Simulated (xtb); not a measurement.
water (H2O), SMILES O. All values are semi-empirical tight-binding results from xtb (GFN2-xTB unless named), good for trends rather than for accurate numbers. Geometry: GFN2-xTB.

Optimised geometry:

Bonded distances (Å): O1–H2 0.959, O1–H3 0.959. Bond angles (°): H2–O1–H3 107.2.

| Quantity | Result |
|---|---|
| point group as xtb finds it | C2v |
| orbital gap | 14.39 eV |
| dipole moment | 2.22 D |
| zero-point energy | 12.6 kcal/mol |
| G − E(el) at 298.15 K (modified RRHO) | 1.6 kcal/mol |
| static polarisability (D4 model) | 9.4 bohr³ |
| solvation energy, GFN2-xTB/ALPB(water) | -9.1 kcal/mol |
| solvation energy, GFN2-xTB/ALPB(methanol) | -5.3 kcal/mol |

Give the IR lines (harmonic; lines under 4 % of the strongest left out, lines within 3 cm⁻¹ merged). (Estimate from the structure and the level; the computed values follow.)

ν (cm⁻¹): 1540 (vs), 3641 (w), 3650 (w) (against the strongest line: vs over 80 %, s over 45 %, m over 15 %, w over 4 %, vw less)

Computed atomic charges:
charges (e) O1 -0.56, H2 0.28, H3 0.28.
